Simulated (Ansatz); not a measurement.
## Down a group: atomization energies of HON, HOP

Ansatz 0.2.0, basis cc-pVDZ; geometries are PBE0/def2-TZVP minima. Wave-function levels freeze the cores; HF, MP2 and coupled cluster are restricted for singlets and unrestricted otherwise, atoms included (their steps beyond CCSDT(Q) come from restricted open-shell runs). MRCISD+Q stands on CASSCF in the full valence space, and MRCISD+Q is size-consistent only roughly. The reference is CCSDTQ (coupled cluster only where its series has nearly closed). An error is the level's value less the reference. None of these values is a measured one. Energies are electronic, without zero-point terms. The set is small: it underbinds, by tens of kJ/mol for each bond, so near ties and functionals' places can change in larger sets. No spin–orbit coupling and no scalar relativity. The species are chosen: bound, without strong static correlation by their natural occupations or amplitudes, in their lowest spin state as far as vertical gaps and like structures tell, and with a ladder that closes on the reference, so errors are smaller than for species at large; levels whose determinant breaks symmetry or spin markedly are left out.

```csv
species,bonds (Å),quantity,symmetry of the states,reference,value (kJ/mol),error MP2,error CCSD(T),error CCSDT,error CCSDT(Q),error MRCISD+Q
"HON, triplet","N–O 1.310, O–H 0.972, angle at O 109°",atomization,A'',CCSDTQ,647.9,8.7,-2.5,-1.5,0.3,-8.1
"HOP, triplet","O–P 1.634, O–H 0.963, angle at O 115°",atomization,A'',CCSDTQ,673.0,17.3,-1.9,-1.4,0.3,-11.6
```

The reference rises from N to P, by 25.1 kJ/mol in all.
